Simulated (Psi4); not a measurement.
# Si3H8 (trisilane) at MP2/6-31G(d) (spherical functions)

We compute a single-point energy of Si3H8 (trisilane). Input form: a QCSchema input.

Program for the calculation: Psi4 1.11.

## (1) The molecule

The species is Si3H8 (11 atoms), meant as a singlet with charge 0. As SMILES, `[SiH3][SiH2][SiH3]`. The Si1–Si2 distance was set to 2.689 Å, away from the relaxed value.

Bond lengths: Si2–Si3 2.338 Å, Si1–H4 1.488 Å, Si1–H5 1.488 Å, Si1–H6 1.488 Å, Si2–H7 1.490 Å, Si2–H8 1.490 Å, Si3–H9 1.488 Å, Si3–H10 1.488 Å, Si3–H11 1.488 Å. Some angles: Si2–Si3–H9 109.8°, Si2–Si3–H10 109.8°, Si2–Si3–H11 111.2°, Si3–Si2–H7 109.6°, Si3–Si2–H8 109.6°, H9–Si3–H10 108.5°, H9–Si3–H11 108.7°, H10–Si3–H11 108.7°, H7–Si2–H8 108.1°, H4–Si1–H5 108.7°. A long bond or contact: Si1–Si2 2.689 Å.

## (2) A single-point energy at MP2/6-31G(d) (spherical functions)

The input, h8si3.json:

```json
{
 "schema_name": "qcschema_input",
 "schema_version": 1,
 "molecule": {
  "schema_name": "qcschema_molecule",
  "schema_version": 2,
  "symbols": ["Si", "Si", "Si", "H", "H", "H", "H", "H", "H", "H", "H"],
  "geometry": [-2.67789877, 3.19905689, -1.05752097, -0.87413061, -1.5255759, -0.55996365, 3.08390075, -1.46340391, 1.40359408, -5.19743281, 3.20092771, -2.30445676, -0.90431521, 4.73674593, -2.60482873, -2.92350647, 4.39593382, 1.47454196, -0.64893195, -2.72150798, -3.0994532, -2.66523193, -3.0628681, 0.97583567, 2.86473032, -0.29279417, 3.95034018, 4.88271216, 0.0600555, -0.12859586, 4.11886596, -4.0613238, 1.69087024],
  "molecular_charge": 0,
  "molecular_multiplicity": 1,
  "fix_symmetry": "c1"
 },
 "driver": "energy",
 "model": {
  "method": "mp2",
  "basis": "6-31G*"
 },
 "keywords": {
  "puream": true,
  "e_convergence": 1e-09,
  "d_convergence": 1e-08,
  "scf_type": "pk",
  "num_frozen_docc": 15,
  "mp2_type": "conv"
 }
}
```

Command:

```console
psi4 --qcschema h8si3.json -n 1 --memory 1600MB
```

stdout:

```text
[...]
  Running in c1 symmetry.
[...]
  Nuclear repulsion =  183.637830601829478
[...]
  Multiplicity = 1
[...]
  Nalpha       = 25
  Nbeta        = 25
[...]
    Number of basis functions: 70
[...]
   @RHF iter   1:  -871.31945480426020   -1.05138e+00   2.38599e-03 ADIIS/DIIS
[...]
   @RHF iter  10:  -871.36606055086133   -1.25056e-12   2.00091e-09 DIIS
[...]
    Orbital Energies [Eh]
    ---------------------
    Doubly Occupied:
       1A    -68.770528     2A    -68.763403     3A    -68.755225
       4A     -6.132723     5A     -6.127154     6A     -6.121629
       7A     -4.237899     8A     -4.237897     9A     -4.237605
      10A     -4.232257    11A     -4.232059    12A     -4.231931
      13A     -4.226725    14A     -4.226706    15A     -4.226466
      16A     -0.756617    17A     -0.712601    18A     -0.657750
      19A     -0.503185    20A     -0.491324    21A     -0.485124
      22A     -0.484864    23A     -0.470883    24A     -0.416215
      25A     -0.360427
[...]
  @RHF Final Energy:  -871.36606055086133
   => Energetics <=
    Nuclear Repulsion Energy =            183.6378306018294779
    One-Electron Energy =               -1573.8093916112914030
    Two-Electron Energy =                 518.8055004586007044
    Total Energy =                       -871.3660605508613344
[...]
 Multipole Moments:
 ------------------------------------------------------------------------------------
     Multipole            Electronic (a.u.)      Nuclear  (a.u.)        Total (a.u.)
 ------------------------------------------------------------------------------------
 L = 1.  Multiply by 2.5417464519 to convert [e a0] to [Debye]
 Dipole X            :         -0.3625698            0.3505833           -0.0119864
 Dipole Y            :         -0.7870708            0.7665126           -0.0205582
 Dipole Z            :         -0.2448713            0.2372524           -0.0076189
 Magnitude           :                                                    0.0249872
[...]
	SCS-MP2 Total Energy (a.u.)        :  -871.61920259688463
	SOS-MP2 Total Energy (a.u.)        :  -871.60701262225712
	SCSN-MP2 Total Energy (a.u.)       :  -871.43042361689470
[...]
	SOS-PI-MP2 Total Energy (a.u.)     :  -871.64717130082306
[...]
	MP2 Total Energy (a.u.)            :  -871.60342386757372
[...]
```

The result, in JSON:

```text
{
 "driver": "energy",
 "model": {
  "method": "mp2",
  "basis": "6-31G*"
 },
 "success": true,
 "return_result": -871.6034238675737,
 "properties": {
  "calcinfo_nbasis": 70,
  "calcinfo_nmo": 70,
  "calcinfo_nalpha": 25,
  "calcinfo_nbeta": 25,
  "calcinfo_natom": 11,
  "nuclear_repulsion_energy": 183.63783060182948,
  "return_energy": -871.6034238675737,
  "scf_one_electron_energy": -1573.8093916112914,
  "scf_two_electron_energy": 518.8055004586007,
  "scf_dipole_moment": [-0.011986434032543514, -0.020558205985946376, -0.007618895467792486],
  "scf_total_energy": -871.3660605508613,
  "scf_iterations": 10,
  "mp2_same_spin_correlation_energy": -0.03656992388261479,
  "mp2_opposite_spin_correlation_energy": -0.20079339282979033,
  "mp2_singles_energy": 0.0,
  "mp2_doubles_energy": -0.23736331671240513,
  "mp2_correlation_energy": -0.23736331671238986,
  "mp2_total_energy": -871.6034238675737
 }
}
```

Run time: 3.6 s. Hardware: 1 thread of Intel Xeon 6975P-C (Granite Rapids), shared host; peak memory 0.28 GiB.

## (3) Results

At MP2/6-31G* (spherical functions), 15 core orbitals frozen:

| quantity | value |
| --- | --- |
| total energy | -871.60342 Eh |
| HOMO energy (Hartree–Fock orbitals) | -9.81 eV |
| LUMO energy (Hartree–Fock orbitals) | 2.56 eV |
| HOMO–LUMO gap (Hartree–Fock orbitals) | 12.37 eV |
| correlation energy (15 core orbitals frozen) | -237.4 mEh |
